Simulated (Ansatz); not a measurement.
Corundum (α-Al2O3), treated with PBE0 (plane waves, PAW; Ansatz, a quantum-chemistry and plane-wave program).

Numerical settings: plane-wave cutoff 500 eV, 6×6×6 k mesh, gaussian smearing 0.02 eV, scalar-relativistic PAW data made under PBE.

Cell (relaxed with r²SCAN):

Al₂O₃ is taken in the trigonal space group R-3c, hexagonal axes (No. 167), the corundum structure, Pearson symbol hR10. Conventional cell: a = 4.7589 Å, b = 4.7589 Å, c = 12.9958 Å, α = 90.00°, β = 90.00°, γ = 120.00°. Al on 12c is surrounded by 3 O at 1.856 Å and 3 O at 1.969 Å (octahedral). O on 18e is coordinated by 2 Al at 1.856 Å and 2 Al at 1.969 Å. (Neighbours: up to the widest gap in distance over summed covalent radii, below 1.35, at either atom; cation-cation and far metal-metal contacts left out.)
(The calculation used a cell of 10 atoms; values per cell refer to that cell.)

Q: Predict the band gap.

A: 
- band gap: 8.85 eV (on the SCF k mesh)

Note: cell and atoms aren't relaxed at this level (pressure -1.0 GPa).

The result took roughly 2.4 core-minutes.
